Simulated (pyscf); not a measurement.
H₃Si–O–PH₂ + H₂O → HO–PH–O–SiH₃ + H₂ (four-centre exchange; singlet surface; H–P, H–O broken, O–P, H–H formed). Single points on ωB97X-D3(BJ)/def2-SVP structures (PySCF, gas phase). Energies in kJ/mol from the separated reactants.

| level | barrier | reaction energy |
|---|---|---|
| ωB97X-D3(BJ)/def2-TZVP | 228.9 | -25.7 |
| r²SCAN/def2-TZVP | 203.0 | -28.8 |
| PBE0-D3(BJ)/def2-TZVP | 210.4 | -19.4 |
| M06-2X/def2-TZVP | (withheld) | (withheld) |
| ωB97M-D3(BJ)/def2-TZVP | (withheld) | -24.3 |
| HF/def2-TZVP | 324.2 | -9.3 |

Problem. Complete the blanks.

Solution. 
- M06-2X/def2-TZVP, barrier: 225.0
- M06-2X/def2-TZVP, reaction energy: -31.1
- ωB97M-D3(BJ)/def2-TZVP, barrier: 221.7

The functionals in the table span 25.9 kJ/mol in this barrier, from r²SCAN to ωB97X-D3(BJ)/def2-TZVP. The same reactants have a lower exit, to HO–PH₂ + HO–SiH₃ (barrier +99.6 kJ/mol at ωB97M-D3(BJ)/def2-TZVP, against +221.7 kJ/mol here). H₃Si–O–PH₂ lies 23.9 kJ/mol over its isomer HO–SiH₂–PH₂ (electronic energy, ωB97M-D3(BJ)/def2-TZVP). HO–PH–O–SiH₃ lies 67.3 kJ/mol over its isomer HO–SiH₂–O–PH₂ (electronic energy, ωB97M-D3(BJ)/def2-TZVP). This is the saddle that the search found; another between the same sides may lie lower.
